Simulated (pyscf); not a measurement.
Single points on ωB97X-D3(BJ)/def2-SVP structures (PySCF, gas phase). MP2 and CC: frozen core, UHF for open shells. ΔMP2 is the change of the MP2 total energy from the triple- to the quadruple-zeta basis.

Problem. For H₃C–Ag (SMILES [CH3][Ag]) + HF (SMILES F) → CH₄ (SMILES C) + F–Ag (SMILES [F][Ag]), a four-centre exchange (singlet surface; Ag–C, F–H broken, C–H, Ag–F formed), PBE/def2-TZVP gives ΔE‡ = 15.2 kcal/mol and ΔE = -4.0 kcal/mol (zero: the separated reactants). In which direction and how far do r²SCAN/def2-TZVP, ωB97M-D3(BJ)/def2-TZVP, CCSD(T)/def2-TZVPP + ΔMP2(QZVPP) move these?

Solution. r²SCAN: ΔE‡ = 13.4 kcal/mol, ΔE = -6.0 kcal/mol; ωB97M-D3(BJ): ΔE‡ = 11.6 kcal/mol, ΔE = -10.1 kcal/mol; CCSD(T): ΔE‡ = 17.5 kcal/mol, ΔE = -4.9 kcal/mol. PBE's barrier lies among them. Its reaction energy lies over all of them, by 0.9 to 6.1 kcal/mol. On the reactant side the descent ends in a complex, 5.6 kcal/mol under the separated species and 16.2 kcal/mol under the saddle at ωB97X-D3(BJ)/def2-TZVP. The reactants may also form a dative adduct at H₃C–Ag; it and routes through it were not searched. The products may also form a dative adduct at F–Ag; it and routes through it were not searched. At ωB97X-D3(BJ) the barrier from the zero used here is 10.7 kcal/mol. One saddle was located; it need not be the lowest between these sides. The CCSD(T) − MP2 part came from Ansatz, without density fitting, on the same reference. The frozen core leaves the outer d or s,p core shells of the metals and heavy elements correlated in the MP2 and CC values, and def2-TZVPP describes them poorly, which can shift differences by a few kcal/mol. Elements past Kr carry the def2 core potentials, without spin-orbit coupling.
